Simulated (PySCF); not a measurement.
Consider `O=C(O)C1CC1` (C4H6O2). Numbering: `[O:1]=[C:2]([OH:3])[CH:4]1[CH2:5][CH2:6]1` These are map numbers, not IUPAC locants.

These are calculated values, ωB97X-D3(BJ)/ma-def2-TZVP in PySCF (grid level 2) at geometries from PBE0-D3(BJ)/def2-SVP. The prefix ma- adds one diffuse s and one diffuse p function on all atoms but H. ωB97X-D3(BJ) is ωB97X-V with D3(BJ) in place of VV10. Zero-point and thermal terms (298.15 K, 1 bar) come from unscaled PBE0-D3(BJ)/def2-SVP harmonic frequencies, with soft modes damped to free rotors in the entropy.

Problem. What are the vertical and the adiabatic ionisation energy for forming the radical cation?

Solution. 10.43 eV vertical and 10.14 eV adiabatic, the latter with zero-point energy.

Problem. Where does the unpaired spin of the relaxed radical cation sit?

Solution. O1 (carboxyl C=O oxygen) 0.56, C6 (methylene carbon) 0.19, C5 (methylene carbon) 0.18 (intrinsic atomic orbital populations).

Problem. What oxidation potential follows in DMF (IEF-PCM), given that Fc+/Fc comes at 4.54 V absolute with this functional and basis?

Solution. In the gas phase ΔG of oxidation is 10.119 eV, and solvation is -28.9 kJ/mol for the parent and -251.0 kJ/mol for the product, so the absolute potential is 7.82 V, or 3.28 V against Fc+/Fc. Fc+/Fc in DMF, 4.54 V, is ωB97X-D3(BJ)/ma-def2-TZVP on PBE0-D3(BJ)/def2-SVP structures with GFN2-xTB thermal terms. Benchmark calculations put it near 5.0 V in acetonitrile and DMSO, so it is about 0.5 V low, and the value against it can read up to that much too high. The solvent is electrostatics only, on gas-phase structures; the absolute scale refers to an electron at rest in vacuum.

Problem. How far is −ε(HOMO) from the vertical value by ΔSCF?

Solution. −ε(HOMO) = 10.48 eV, which is 0.05 eV above the ΔSCF value.
